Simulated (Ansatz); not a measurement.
# SiHO (doublet): PBE, r2SCAN, PBE0, B3LYP, wB97M-V, B2PLYP, RPA-PBE over vertical spin and charge gaps, cc-pVDZ, part 1 of 2

How well do these functionals follow the top wave-function level for SiHO (doublet) over vertical spin and charge gaps?

Program: Ansatz 0.2.0, Gaussian basis. Level of theory: cc-pVDZ, all electrons in the functionals, frozen cores in the correlation of double hybrids and RPA. These are calculated values, not measurements.

The runs, in order: PBE, r2SCAN, PBE0, B3LYP, wB97M-V, B2PLYP, RPA-PBE, at charge 0, doublet; charge 0, quartet; charge 1, singlet; charge 1, triplet.

8 further runs of the same task are left out: 4 for a known fault of the program, 4 set aside as unsound or not needed.

## Step 1: The system

The geometry is a PBE0/def2-TZVP stationary point (not a proven minimum).

3 atoms, charge 0, spin multiplicity 2.

Atoms are counted from 1 here; the program's logs count them from 0.

Bond lengths: Si1–O2 1.650 Å, O2–H3 0.962 Å. Angles: Si1–O2–H3 118.7°.

No dispersion term is added; wB97M-V holds VV10 nonlocal correlation. B3LYP takes the VWN-RPA correlation.

The geometry shown and the zero of energy belong to the point charge 0, doublet. The yardstick, UCCSDTQ, and other wave-function levels (R restricted, U unrestricted, valence and pair active spaces) come from earlier runs.

## Step 2: PBE, charge 0, doublet

The input, in.yaml:

```yaml
crystal:
  periodic: [false, false, false]
  atoms:
    - {symbol: Si, position_ang: [0.000000, 0.030957, 0.632254]}
    - {symbol: O, position_ang: [0.000000, -0.098798, -1.012863]}
    - {symbol: H, position_ang: [0.000000, 0.705682, -1.539731]}
basis:
  gaussian: {orbitals: cc-pVDZ}
magnetization: {spin_polarized: true, initial_magnetization: 1}
hamiltonian: {xc: {name: PBE}}
output: {orbitals: {seedname: orbitals}}
```

Started as:

```sh
> ansatz run in.yaml --threads 1 --pin off --events-out ev --progress --plain --max-ram 2560MiB --backend cpu
```

Log, cut to the lines that bear on the results:

```text
Functional definition: PBE
  name "PBE"
  cite "Perdew, Burke & Ernzerhof, Phys. Rev. Lett. 77, 3865 (1996) doi:10.1103/PhysRevLett.77.3865"
  parent pbe
[...]
431 factors; their error is unknown
[...]
mean field -9933.51527567 eV, -365.0499532023 hartree, gradient 2.5e-5 eV, S^2 0.754296; 4 other end points of the search recorded, 0 dependent functions left out
reference -9933.51529975 eV, -365.0499540875 hartree; 12, 11 occupied and 25, 26 virtual orbitals, 431 factors
Total energy: -9933.51529975 eV, -365.0499540875 hartree
```

Wall time 1.4 s (1 thread of AMD EPYC 7R13, shared host).

From the report: ⟨S²⟩ of the determinant 0.754 (pure doublet: 0.75).

## Step 3: PBE, charge 0, quartet

Edit in.yaml of step 2 so:

```diff
@@ -8,3 +8,3 @@
   gaussian: {orbitals: cc-pVDZ}
-magnetization: {spin_polarized: true, initial_magnetization: 1}
+magnetization: {spin_polarized: true, initial_magnetization: 3}
 hamiltonian: {xc: {name: PBE}}
```

Launched as before.

Log, cut to the lines that bear on the results:

```text
Functional definition: PBE
  name "PBE"
  cite "Perdew, Burke & Ernzerhof, Phys. Rev. Lett. 77, 3865 (1996) doi:10.1103/PhysRevLett.77.3865"
  parent pbe
[...]
431 factors; their error is unknown
[...]
mean field -9930.01302145 eV, -364.9212477337 hartree, gradient 2.1e-6 eV, S^2 3.751013; 3 other end points of the search recorded, 0 dependent functions left out
reference -9930.01304589 eV, -364.9212486320 hartree; 13, 10 occupied and 24, 27 virtual orbitals, 431 factors
Total energy: -9930.01304589 eV, -364.9212486320 hartree
```

Run time: 1.1 s. Hardware: 1 thread of AMD EPYC 7R13, shared host.

From the report: ⟨S²⟩ of the determinant 3.751 (pure quartet: 3.75).

From charge 0, doublet: +80.8 kcal/mol.

## Step 4: PBE, charge 1, singlet

Edit in.yaml of step 3 so:

```diff
@@ -8,3 +8,3 @@
   gaussian: {orbitals: cc-pVDZ}
-magnetization: {spin_polarized: true, initial_magnetization: 3}
+total_charge: 1
 hamiltonian: {xc: {name: PBE}}
```

The command is unchanged.

Log, cut to the lines that bear on the results:

```text
Functional definition: PBE
  name "PBE"
  cite "Perdew, Burke & Ernzerhof, Phys. Rev. Lett. 77, 3865 (1996) doi:10.1103/PhysRevLett.77.3865"
  parent pbe
[...]
431 factors; their error is unknown
[...]
mean field -9926.55550131 eV, -364.7941862122 hartree, gradient 6.0e-5 eV, S^2 0.000000; 0 other end points of the search recorded, 0 dependent functions left out
reference -9926.55552594 eV, -364.7941871172 hartree; 11, 11 occupied and 26, 26 virtual orbitals, 431 factors
Total energy: -9926.55552594 eV, -364.7941871172 hartree
```

Wall time 0.5 s (1 thread of AMD EPYC 7R13, shared host).

From charge 0, doublet: +160.5 kcal/mol.

## Step 5: PBE, charge 1, triplet

Edit in.yaml of step 4 so:

```diff
@@ -9,2 +9,3 @@
 total_charge: 1
+magnetization: {spin_polarized: true, initial_magnetization: 2}
 hamiltonian: {xc: {name: PBE}}
```

Same command.

Log, cut to the lines that bear on the results:

```text
Functional definition: PBE
  name "PBE"
  cite "Perdew, Burke & Ernzerhof, Phys. Rev. Lett. 77, 3865 (1996) doi:10.1103/PhysRevLett.77.3865"
  parent pbe
[...]
431 factors; their error is unknown
[...]
mean field -9922.70609110 eV, -364.6527229961 hartree, gradient 2.5e-5 eV, S^2 2.003901; 10 other end points of the search recorded, 0 dependent functions left out
reference -9922.70611929 eV, -364.6527240320 hartree; 12, 10 occupied and 25, 27 virtual orbitals, 431 factors
Total energy: -9922.70611929 eV, -364.6527240320 hartree
```

Run time: 2.2 s. Hardware: 1 thread of AMD EPYC 7R13, shared host.

From the report: ⟨S²⟩ of the determinant 2.004 (pure triplet: 2.00).

From charge 0, doublet: +249.3 kcal/mol.

## Step 6: r2SCAN, charge 0, doublet

Edit in.yaml of step 5 so:

```diff
@@ -8,5 +8,3 @@
   gaussian: {orbitals: cc-pVDZ}
-total_charge: 1
-magnetization: {spin_polarized: true, initial_magnetization: 2}
-hamiltonian: {xc: {name: PBE}}
-output: {orbitals: {seedname: orbitals}}
+magnetization: {spin_polarized: true, initial_magnetization: 1}
+hamiltonian: {xc: {name: r2SCAN}}
```

Launched as before.

Log, cut to the lines that bear on the results:

```text
Functional definition: r2SCAN
  name "r2SCAN"
  cite "Furness, Kaplan, Ning, Perdew & Sun, J. Phys. Chem. Lett. 11, 8208 (2020) doi:10.1021/acs.jpclett.0c02405"
  cite "Furness, Kaplan, Ning, Perdew & Sun, J. Phys. Chem. Lett. 11, 9248 (2020) doi:10.1021/acs.jpclett.0c03077"
  parent r2scan
[...]
431 factors; their error is unknown
[...]
mean field -9937.90281788 eV, -365.2111924046 hartree, gradient 2.8e-5 eV, S^2 0.758227; 4 other end points of the search recorded, 0 dependent functions left out
reference -9937.90282634 eV, -365.2111927154 hartree; 12, 11 occupied and 25, 26 virtual orbitals, 431 factors
Total energy: -9937.90282634 eV, -365.2111927154 hartree
```

Run time: 2.4 s. Hardware: 1 thread of AMD EPYC 7R13, shared host.

From the report: ⟨S²⟩ of the determinant 0.758 (pure doublet: 0.75).

## Step 7: r2SCAN, charge 0, quartet

Edit in.yaml of step 6 so:

```diff
@@ -8,3 +8,3 @@
   gaussian: {orbitals: cc-pVDZ}
-magnetization: {spin_polarized: true, initial_magnetization: 1}
+magnetization: {spin_polarized: true, initial_magnetization: 3}
 hamiltonian: {xc: {name: r2SCAN}}
```

Launched as before.

Log, cut to the lines that bear on the results:

```text
Functional definition: r2SCAN
  name "r2SCAN"
  cite "Furness, Kaplan, Ning, Perdew & Sun, J. Phys. Chem. Lett. 11, 8208 (2020) doi:10.1021/acs.jpclett.0c02405"
  cite "Furness, Kaplan, Ning, Perdew & Sun, J. Phys. Chem. Lett. 11, 9248 (2020) doi:10.1021/acs.jpclett.0c03077"
  parent r2scan
[...]
431 factors; their error is unknown
[...]
mean field -9934.71299486 eV, -365.0939685706 hartree, gradient 6.3e-5 eV, S^2 3.752754; 0 other end points of the search recorded, 0 dependent functions left out
reference -9934.71300376 eV, -365.0939688978 hartree; 13, 10 occupied and 24, 27 virtual orbitals, 431 factors
Total energy: -9934.71300376 eV, -365.0939688978 hartree
```

It took 1.3 s on 1 thread of AMD EPYC 7R13, shared host.

From the report: ⟨S²⟩ of the determinant 3.753 (pure quartet: 3.75).

From charge 0, doublet: +73.6 kcal/mol.

## Step 8: r2SCAN, charge 1, singlet

Edit in.yaml of step 7 so:

```diff
@@ -8,3 +8,3 @@
   gaussian: {orbitals: cc-pVDZ}
-magnetization: {spin_polarized: true, initial_magnetization: 3}
+total_charge: 1
 hamiltonian: {xc: {name: r2SCAN}}
```

Launched as before.

Log, cut to the lines that bear on the results:

```text
Functional definition: r2SCAN
  name "r2SCAN"
  cite "Furness, Kaplan, Ning, Perdew & Sun, J. Phys. Chem. Lett. 11, 8208 (2020) doi:10.1021/acs.jpclett.0c02405"
  cite "Furness, Kaplan, Ning, Perdew & Sun, J. Phys. Chem. Lett. 11, 9248 (2020) doi:10.1021/acs.jpclett.0c03077"
  parent r2scan
[...]
431 factors; their error is unknown
[...]
mean field -9930.78723304 eV, -364.9496994850 hartree, gradient 5.4e-6 eV, S^2 0.000000; 0 other end points of the search recorded, 0 dependent functions left out
reference -9930.78723998 eV, -364.9496997398 hartree; 11, 11 occupied and 26, 26 virtual orbitals, 431 factors
Total energy: -9930.78723998 eV, -364.9496997398 hartree
```

Wall time 0.74 s (1 thread of AMD EPYC 7R13, shared host).

From charge 0, doublet: +164.1 kcal/mol.

## Step 9: r2SCAN, charge 1, triplet

Edit in.yaml of step 8 so:

```diff
@@ -9,2 +9,3 @@
 total_charge: 1
+magnetization: {spin_polarized: true, initial_magnetization: 2}
 hamiltonian: {xc: {name: r2SCAN}}
```

The command is unchanged.

Log, cut to the lines that bear on the results:

```text
Functional definition: r2SCAN
  name "r2SCAN"
  cite "Furness, Kaplan, Ning, Perdew & Sun, J. Phys. Chem. Lett. 11, 8208 (2020) doi:10.1021/acs.jpclett.0c02405"
  cite "Furness, Kaplan, Ning, Perdew & Sun, J. Phys. Chem. Lett. 11, 9248 (2020) doi:10.1021/acs.jpclett.0c03077"
  parent r2scan
[...]
431 factors; their error is unknown
[...]
mean field -9927.14920980 eV, -364.8160045969 hartree, gradient 1.4e-5 eV, S^2 2.005929; 4 other end points of the search recorded, 0 dependent functions left out
reference -9927.14921918 eV, -364.8160049415 hartree; 12, 10 occupied and 25, 27 virtual orbitals, 431 factors
Total energy: -9927.14921918 eV, -364.8160049415 hartree
```

Wall time 2.3 s (1 thread of AMD EPYC 7R13, shared host).

From the report: ⟨S²⟩ of the determinant 2.006 (pure triplet: 2.00).

From charge 0, doublet: +248.0 kcal/mol.

## Step 10: PBE0, charge 0, doublet

Edit in.yaml of step 9 so:

```diff
@@ -8,4 +8,4 @@
   gaussian: {orbitals: cc-pVDZ}
-total_charge: 1
-magnetization: {spin_polarized: true, initial_magnetization: 2}
-hamiltonian: {xc: {name: r2SCAN}}
+magnetization: {spin_polarized: true, initial_magnetization: 1}
+hamiltonian: {xc: {name: PBE0}}
+output: {orbitals: {seedname: orbitals}}
```

Same command.

Log, cut to the lines that bear on the results:

```text
Functional definition: PBE0
  name "PBE0"
  cite "Adamo & Barone, J. Chem. Phys. 110, 6158 (1999) doi:10.1063/1.478522"
  cite "Perdew, Burke & Ernzerhof, Phys. Rev. Lett. 77, 3865 (1996) doi:10.1103/PhysRevLett.77.3865"
  parent pbe
[...]
357 factors; integrals over basis functions are off by at most 1.4e-3 eV
[...]
mean field -9934.19555342 eV, -365.0749529485 hartree, gradient 1.0e-5 eV, S^2 0.756199; 1 other end points of the search recorded, 0 dependent functions left out
reference -9934.19557134 eV, -365.0749536071 hartree; 12, 11 occupied and 25, 26 virtual orbitals, 357 factors
Total energy: -9934.19557134 eV, -365.0749536071 hartree
```

Wall time 1.3 s (1 thread of AMD EPYC 7R13, shared host).

From the report: ⟨S²⟩ of the determinant 0.756 (pure doublet: 0.75).

## Step 11: PBE0, charge 0, quartet

Edit in.yaml of step 10 so:

```diff
@@ -8,3 +8,3 @@
   gaussian: {orbitals: cc-pVDZ}
-magnetization: {spin_polarized: true, initial_magnetization: 1}
+magnetization: {spin_polarized: true, initial_magnetization: 3}
 hamiltonian: {xc: {name: PBE0}}
```

Launched as before.

Log, cut to the lines that bear on the results:

```text
Functional definition: PBE0
  name "PBE0"
  cite "Adamo & Barone, J. Chem. Phys. 110, 6158 (1999) doi:10.1063/1.478522"
  cite "Perdew, Burke & Ernzerhof, Phys. Rev. Lett. 77, 3865 (1996) doi:10.1103/PhysRevLett.77.3865"
  parent pbe
[...]
357 factors; integrals over basis functions are off by at most 1.4e-3 eV
[...]
mean field -9930.77861518 eV, -364.9493827845 hartree, gradient 5.4e-5 eV, S^2 3.751859; 0 other end points of the search recorded, 0 dependent functions left out
reference -9930.77863363 eV, -364.9493834624 hartree; 13, 10 occupied and 24, 27 virtual orbitals, 357 factors
Total energy: -9930.77863363 eV, -364.9493834624 hartree
```

Wall time 0.79 s (1 thread of AMD EPYC 7R13, shared host).

From the report: ⟨S²⟩ of the determinant 3.752 (pure quartet: 3.75).

From charge 0, doublet: +78.8 kcal/mol.

## Step 12: PBE0, charge 1, singlet

Edit in.yaml of step 11 so:

```diff
@@ -8,3 +8,3 @@
   gaussian: {orbitals: cc-pVDZ}
-magnetization: {spin_polarized: true, initial_magnetization: 3}
+total_charge: 1
 hamiltonian: {xc: {name: PBE0}}
```

Same command.

Log, cut to the lines that bear on the results:

```text
Functional definition: PBE0
  name "PBE0"
  cite "Adamo & Barone, J. Chem. Phys. 110, 6158 (1999) doi:10.1063/1.478522"
  cite "Perdew, Burke & Ernzerhof, Phys. Rev. Lett. 77, 3865 (1996) doi:10.1103/PhysRevLett.77.3865"
  parent pbe
[...]
356 factors; integrals over basis functions are off by at most 1.4e-3 eV
[...]
mean field -9927.11444734 eV, -364.8147270997 hartree, gradient 2.3e-5 eV, S^2 0.000000; 0 other end points of the search recorded, 0 dependent functions left out
reference -9927.11446545 eV, -364.8147277654 hartree; 11, 11 occupied and 26, 26 virtual orbitals, 356 factors
Total energy: -9927.11446545 eV, -364.8147277654 hartree
```

It took 0.38 s on 1 thread of AMD EPYC 7R13, shared host.

From charge 0, doublet: +163.3 kcal/mol.

## Step 13: PBE0, charge 1, triplet

Edit in.yaml of step 12 so:

```diff
@@ -9,2 +9,3 @@
 total_charge: 1
+magnetization: {spin_polarized: true, initial_magnetization: 2}
 hamiltonian: {xc: {name: PBE0}}
```

The command is unchanged.

Log, cut to the lines that bear on the results:

```text
Functional definition: PBE0
  name "PBE0"
  cite "Adamo & Barone, J. Chem. Phys. 110, 6158 (1999) doi:10.1063/1.478522"
  cite "Perdew, Burke & Ernzerhof, Phys. Rev. Lett. 77, 3865 (1996) doi:10.1103/PhysRevLett.77.3865"
  parent pbe
[...]
356 factors; integrals over basis functions are off by at most 1.4e-3 eV
[...]
mean field -9923.29941821 eV, -364.6745273652 hartree, gradient 4.8e-6 eV, S^2 2.005350; 1 other end points of the search recorded, 0 dependent functions left out
reference -9923.29943938 eV, -364.6745281435 hartree; 12, 10 occupied and 25, 27 virtual orbitals, 356 factors
Total energy: -9923.29943938 eV, -364.6745281435 hartree
```

It took 0.94 s on 1 thread of AMD EPYC 7R13, shared host.

From the report: ⟨S²⟩ of the determinant 2.005 (pure triplet: 2.00).

From charge 0, doublet: +251.3 kcal/mol.

## Step 14: B3LYP, charge 0, doublet

Edit in.yaml of step 13 so:

```diff
@@ -8,5 +8,3 @@
   gaussian: {orbitals: cc-pVDZ}
-total_charge: 1
-magnetization: {spin_polarized: true, initial_magnetization: 2}
-hamiltonian: {xc: {name: PBE0}}
-output: {orbitals: {seedname: orbitals}}
+magnetization: {spin_polarized: true, initial_magnetization: 1}
+hamiltonian: {xc: {name: B3LYP}}
```

The command is unchanged.

Log, cut to the lines that bear on the results:

```text
Functional definition: B3LYP
  name "B3LYP"
  cite "Stephens, Devlin, Chabalowski & Frisch, J. Phys. Chem. 98, 11623 (1994) doi:10.1021/j100096a001"
  cite "Becke, Phys. Rev. A 38, 3098 (1988) doi:10.1103/PhysRevA.38.3098"
  cite "Lee, Yang & Parr, Phys. Rev. B 37, 785 (1988) doi:10.1103/PhysRevB.37.785"
  cite "Vosko, Wilk & Nusair, Can. J. Phys. 58, 1200 (1980) doi:10.1139/p80-159"
[...]
357 factors; integrals over basis functions are off by at most 1.4e-3 eV
[...]
mean field -9940.24549267 eV, -365.2972841152 hartree, gradient 2.0e-5 eV, S^2 0.754218; 1 other end points of the search recorded, 0 dependent functions left out
reference -9940.24565066 eV, -365.2972899214 hartree; 12, 11 occupied and 25, 26 virtual orbitals, 357 factors
Total energy: -9940.24565066 eV, -365.2972899214 hartree
```

Wall time 0.82 s (1 thread of AMD EPYC 7R13, shared host).

From the report: ⟨S²⟩ of the determinant 0.754 (pure doublet: 0.75).

## Step 15: B3LYP, charge 0, quartet

Edit in.yaml of step 14 so:

```diff
@@ -8,3 +8,3 @@
   gaussian: {orbitals: cc-pVDZ}
-magnetization: {spin_polarized: true, initial_magnetization: 1}
+magnetization: {spin_polarized: true, initial_magnetization: 3}
 hamiltonian: {xc: {name: B3LYP}}
```

Same command.

Log, cut to the lines that bear on the results:

```text
Functional definition: B3LYP
  name "B3LYP"
  cite "Stephens, Devlin, Chabalowski & Frisch, J. Phys. Chem. 98, 11623 (1994) doi:10.1021/j100096a001"
  cite "Becke, Phys. Rev. A 38, 3098 (1988) doi:10.1103/PhysRevA.38.3098"
  cite "Lee, Yang & Parr, Phys. Rev. B 37, 785 (1988) doi:10.1103/PhysRevB.37.785"
  cite "Vosko, Wilk & Nusair, Can. J. Phys. 58, 1200 (1980) doi:10.1139/p80-159"
[...]
357 factors; integrals over basis functions are off by at most 1.4e-3 eV
[...]
mean field -9936.51645079 eV, -365.1602443538 hartree, gradient 7.1e-5 eV, S^2 3.752082; 0 other end points of the search recorded, 0 dependent functions left out
reference -9936.51660244 eV, -365.1602499267 hartree; 13, 10 occupied and 24, 27 virtual orbitals, 357 factors
Total energy: -9936.51660244 eV, -365.1602499267 hartree
```

Wall time 1 s (1 thread of AMD EPYC 7R13, shared host).

From the report: ⟨S²⟩ of the determinant 3.752 (pure quartet: 3.75).

From charge 0, doublet: +86.0 kcal/mol.

## Step 16: B3LYP, charge 1, singlet

Edit in.yaml of step 15 so:

```diff
@@ -8,3 +8,3 @@
   gaussian: {orbitals: cc-pVDZ}
-magnetization: {spin_polarized: true, initial_magnetization: 3}
+total_charge: 1
 hamiltonian: {xc: {name: B3LYP}}
```

Launched as before.

Log, cut to the lines that bear on the results:

```text
Functional definition: B3LYP
  name "B3LYP"
  cite "Stephens, Devlin, Chabalowski & Frisch, J. Phys. Chem. 98, 11623 (1994) doi:10.1021/j100096a001"
  cite "Becke, Phys. Rev. A 38, 3098 (1988) doi:10.1103/PhysRevA.38.3098"
  cite "Lee, Yang & Parr, Phys. Rev. B 37, 785 (1988) doi:10.1103/PhysRevB.37.785"
  cite "Vosko, Wilk & Nusair, Can. J. Phys. 58, 1200 (1980) doi:10.1139/p80-159"
[...]
356 factors; integrals over basis functions are off by at most 1.4e-3 eV
[...]
mean field -9933.24711358 eV, -365.0400984273 hartree, gradient 1.6e-5 eV, S^2 0.000000; 0 other end points of the search recorded, 0 dependent functions left out
reference -9933.24727673 eV, -365.0401044231 hartree; 11, 11 occupied and 26, 26 virtual orbitals, 356 factors
Total energy: -9933.24727673 eV, -365.0401044231 hartree
```

It took 0.59 s on 1 thread of AMD EPYC 7R13, shared host.

From charge 0, doublet: +161.4 kcal/mol.

## Step 17: B3LYP, charge 1, triplet

Edit in.yaml of step 16 so:

```diff
@@ -9,2 +9,3 @@
 total_charge: 1
+magnetization: {spin_polarized: true, initial_magnetization: 2}
 hamiltonian: {xc: {name: B3LYP}}
```

Launched as before.

Log, cut to the lines that bear on the results:

```text
Functional definition: B3LYP
  name "B3LYP"
  cite "Stephens, Devlin, Chabalowski & Frisch, J. Phys. Chem. 98, 11623 (1994) doi:10.1021/j100096a001"
  cite "Becke, Phys. Rev. A 38, 3098 (1988) doi:10.1103/PhysRevA.38.3098"
  cite "Lee, Yang & Parr, Phys. Rev. B 37, 785 (1988) doi:10.1103/PhysRevB.37.785"
  cite "Vosko, Wilk & Nusair, Can. J. Phys. 58, 1200 (1980) doi:10.1139/p80-159"
[...]
356 factors; integrals over basis functions are off by at most 1.4e-3 eV
[...]
mean field -9929.22725831 eV, -364.8923714711 hartree, gradient 7.9e-6 eV, S^2 2.004129; 1 other end points of the search recorded, 0 dependent functions left out
reference -9929.22742560 eV, -364.8923776186 hartree; 12, 10 occupied and 25, 27 virtual orbitals, 356 factors
Total energy: -9929.22742560 eV, -364.8923776186 hartree
```

Wall time 1.2 s (1 thread of AMD EPYC 7R13, shared host).

From the report: ⟨S²⟩ of the determinant 2.004 (pure triplet: 2.00).

From charge 0, doublet: +254.1 kcal/mol.

## Step 18: wB97M-V, charge 0, doublet

Edit in.yaml of step 17 so:

```diff
@@ -8,4 +8,4 @@
   gaussian: {orbitals: cc-pVDZ}
-total_charge: 1
-magnetization: {spin_polarized: true, initial_magnetization: 2}
-hamiltonian: {xc: {name: B3LYP}}
+magnetization: {spin_polarized: true, initial_magnetization: 1}
+hamiltonian: {xc: {name: wB97M-V}}
+output: {orbitals: {seedname: orbitals}}
```

Launched as before.

Log, cut to the lines that bear on the results:

```text
Functional definition: wB97M-V
  name "wB97M-V"
  cite "Mardirossian & Head-Gordon, J. Chem. Phys. 144, 214110 (2016) doi:10.1063/1.4952647"
  cite "Becke, J. Chem. Phys. 107, 8554 (1997) doi:10.1063/1.475007"
  cite "Vydrov & Van Voorhis, J. Chem. Phys. 133, 244103 (2010) doi:10.1063/1.3521275"
  # Of w^i u^j: cxij and so on, Table III.
[...]
  gx(w, u) = 1 - cx + cx01*u + cx10*w
[...]
357 factors; integrals over basis functions are off by at most 1.4e-3 eV
108 factors; integrals over basis functions are off by at most 1.6e-5 eV
[...]
mean field -9938.64695503 eV, -365.2385389405 hartree, gradient 9.0e-6 eV, S^2 0.751267; 1 other end points of the search recorded, 0 dependent functions left out
reference -9938.64698231 eV, -365.2385399432 hartree; 12, 11 occupied and 25, 26 virtual orbitals, 357 factors
Total energy: -9938.64698231 eV, -365.2385399432 hartree
```

Wall time 3.6 s (1 thread of AMD EPYC 7R13, shared host).

From the report: ⟨S²⟩ of the determinant 0.751 (pure doublet: 0.75).

## Step 19: wB97M-V, charge 0, quartet

Edit in.yaml of step 18 so:

```diff
@@ -8,3 +8,3 @@
   gaussian: {orbitals: cc-pVDZ}
-magnetization: {spin_polarized: true, initial_magnetization: 1}
+magnetization: {spin_polarized: true, initial_magnetization: 3}
 hamiltonian: {xc: {name: wB97M-V}}
```

Same command.

Log, cut to the lines that bear on the results:

```text
Functional definition: wB97M-V
  name "wB97M-V"
  cite "Mardirossian & Head-Gordon, J. Chem. Phys. 144, 214110 (2016) doi:10.1063/1.4952647"
  cite "Becke, J. Chem. Phys. 107, 8554 (1997) doi:10.1063/1.475007"
  cite "Vydrov & Van Voorhis, J. Chem. Phys. 133, 244103 (2010) doi:10.1063/1.3521275"
  # Of w^i u^j: cxij and so on, Table III.
[...]
  gx(w, u) = 1 - cx + cx01*u + cx10*w
[...]
357 factors; integrals over basis functions are off by at most 1.4e-3 eV
108 factors; integrals over basis functions are off by at most 1.6e-5 eV
[...]
mean field -9934.71740970 eV, -365.0941308133 hartree, gradient 2.6e-5 eV, S^2 3.751673; 0 other end points of the search recorded, 0 dependent functions left out
reference -9934.71743583 eV, -365.0941317733 hartree; 13, 10 occupied and 24, 27 virtual orbitals, 357 factors
Total energy: -9934.71743583 eV, -365.0941317733 hartree
```

Wall time 3.1 s (1 thread of AMD EPYC 7R13, shared host).

From the report: ⟨S²⟩ of the determinant 3.752 (pure quartet: 3.75).

From charge 0, doublet: +90.6 kcal/mol.

(Continued in part 2 of 2.)
